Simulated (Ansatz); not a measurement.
# BSiH3 (singlet): the correlation ladder, cc-pVTZ

The task here is to estimate one member of a computed series from the others.

Program: Ansatz 0.2.0, Gaussian basis. Level of theory: cc-pVTZ, core rule «outside noble gas», up to 6 orbitals frozen. These are calculated values, not measurements.

The runs, in order: UHF; CCSD(T) on RHF; CCSD(T) on UHF; BCCD(T) on RHF; CCSDT(Q) on RHF; CCSDT(Q) on UHF; CASSCF and NEVPT2, 10 electrons in 11 orbitals.

8 further runs of the same task are left out: 2 for a known fault of the program, 6 set aside as unsound or not needed.

## The geometry

The geometry is a PBE0/def2-TZVP stationary point (not a proven minimum) of the parent state, kept for this charge and spin.

5 atoms, charge 0, spin multiplicity 1.

Atoms are counted from 1 here; the program's logs count them from 0.

Bond lengths: Si1–B2 1.879 Å, Si1–H3 1.491 Å, Si1–H4 1.482 Å, B2–H5 1.185 Å. Angles: B2–Si1–H3 128.9°, B2–Si1–H4 121.6°, H3–Si1–H4 109.4°, Si1–B2–H5 143.8°.

The first run:

Contents of in.yaml:

```yaml
crystal:
  periodic: [false, false, false]
  atoms:
    - {symbol: Si, position_ang: [0.000000, 0.028764, 0.511008]}
    - {symbol: B, position_ang: [0.000000, -0.129527, -1.361590]}
    - {symbol: H, position_ang: [0.000000, 1.263163, 1.346633]}
    - {symbol: H, position_ang: [0.000000, -1.163262, 1.392206]}
    - {symbol: H, position_ang: [0.000000, 0.487893, -2.373513]}
basis:
  gaussian: {orbitals: cc-pVTZ}
magnetization: {spin_polarized: true, initial_magnetization: 0}
hamiltonian: {xc: hf}
output: {orbitals: {seedname: orbitals}}
```

The run is started by

```console
$ ansatz run in.yaml --threads 1 --pin off --events-out ev --progress --plain --max-ram 2816MiB --backend cpu
```

Steps of the session up to this table: UHF; CCSD(T) on RHF; CCSD(T) on UHF; BCCD(T) on RHF; CCSDT(Q) on RHF; CCSDT(Q) on UHF; CASSCF and NEVPT2, 10 electrons in 11 orbitals.

One of the session's tables, all rows but one given; the rest of the session is left out.

It belongs to the step «Misses and costs». 

```
        method  from RCCSDT(Q) (kJ/mol)
           RHF                        ?
           UHF                   +638.8
          RMP2                   +132.1
         RCCSD                    +35.7
      RCCSD(T)                     +5.8
       BCCD(T)                     +5.7
        RCCSDT                     +2.0
     RCCSDT(Q)                        0
CASSCF valence                   +411.5
NEVPT2 valence                   +111.1
```

Estimate the missing values for RHF.

**Answer.** from RCCSDT(Q) (kJ/mol): +690.0. In the column «from RCCSDT(Q) (kJ/mol)» it is the highest.

Not comparable, so not listed: CCSD(T) on UHF; CCSDT(Q) on UHF (they don't share determinant, frozen orbitals or solution with the rows shown, or repeat one).

Caveats from the session: The determinant is far from a pure spin state, so its energy mixes those of several spin states (harmless only where they are near-degenerate, as at dissociation). Warnings: restricted reference is unstable; spin contamination.
